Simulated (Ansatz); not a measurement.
System: C3H2N, charge 0, doublet. C3H2N (SMILES C=[C]C#N, doublet).
B3LYP-D3(BJ)/def2-TZVP minimum from Ansatz (an electronic-structure program):
```xyz
6

C     -0.1282    -1.7986    -0.0228
C      0.1404    -0.5266    -0.0139
C      0.0407     0.8046     0.0109
H     -1.1530    -2.1666     0.0132
H      0.6558    -2.5497    -0.0664
N      0.0257     1.9771     0.0297
```
Charge 0, spin multiplicity 2.

Total energies in hartree (Ansatz). UHF or UKS for unpaired electrons; spin-orbit terms are left out. Correlated methods leave the cores frozen. No relativity. Where a partner has so few electrons that a lower coupled-cluster level is exact, that level stands in. The UHF reference of C3H2N (C=[C]C#N, doublet) is spin-contaminated (<S^2> up to 0.63 over the pure value in the sets run).

```tsv
species	HF/cc-pVTZ	CCSD(T)/cc-pVTZ	HF/cc-pVQZ	CCSD(T)/cc-pVQZ	CCSD(T)/cc-pVDZ	CCSDT(Q)/cc-pVDZ
1: C3H2N (SMILES [C](=C)C#N, doublet)	-169.19202	-169.84974	-169.20274	-169.89633	-169.69226	-169.69780
2: C (triplet)	-37.69157	-37.78076	-37.69331	-37.78654	-37.76038	-37.76071
3: H (doublet)	-0.49981	-0.49981	-0.49995	-0.49995	-0.49928	-0.49928
4: N (quartet)	-54.40069	-54.51471	-54.40372	-54.52482	-54.47850	-54.47866
```

Task: Work out the atomisation energy (electronic, to ground-state atoms) in kcal/mol: take Hartree-Fock from cc-pVQZ, extrapolate the CCSD(T) correlation energy as X^-3 (X = 3, 4), and add CCSDT(Q) - CCSD(T) in cc-pVDZ. 1 hartree = 627.51 kcal/mol.

Result: 
Species 1: correlation (64·(-0.69359) - 27·(-0.65772))/37 = -0.71977; step -0.00554; E1 = -169.20274 + (-0.71977) + (-0.00554) = -169.92805
Species 2: correlation (64·(-0.09323) - 27·(-0.08919))/37 = -0.09618; step -0.00033; E2 = -37.69331 + (-0.09618) + (-0.00033) = -37.78982
Species 3: correlation (64·(0.00000) - 27·(0.00000))/37 = 0.00000; step +0.00000; E3 = -0.49995 + (0.00000) + (+0.00000) = -0.49995
Species 4: correlation (64·(-0.12110) - 27·(-0.11402))/37 = -0.12627; step -0.00016; E4 = -54.40372 + (-0.12627) + (-0.00016) = -54.53015
-1·E1 +3·E2 +2·E3 +1·E4 = 1.02854 hartree = 645.4 kcal/mol.
